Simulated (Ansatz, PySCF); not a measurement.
Ligands exchanged one at a time, Si H-Cl. Gas-phase values, no solvent. Strings in code marks are SMILES.

Quantity: vertical ionisation energy (energy after one electron is removed minus that of the parent at the parent's geometry), in eV.

Level 1: frozen-core CCSD(T)/cc-pVQZ // r2SCAN-D4/def2-TZVP (Ansatz, an electronic-structure program)
Level 2: minus the HOMO energy of B3LYP/6-31G* // r2SCAN-D4/def2-TZVP (PySCF)
Level 3: minus the HOMO energy of HF/3-21G // r2SCAN-D4/def2-TZVP (PySCF)
Level 4: HF/6-31G* // r2SCAN-D4/def2-TZVP (PySCF)

```tsv
species	level 2	level 3	level 4
`[SiH4]`	9.61	13.18	12.06
`[SiH3]Cl`	8.67	12.30	10.95
```

Q: What does level 1 give for each?

A: 
- `[SiH4]`: 12.81
- `[SiH3]Cl`: 11.81
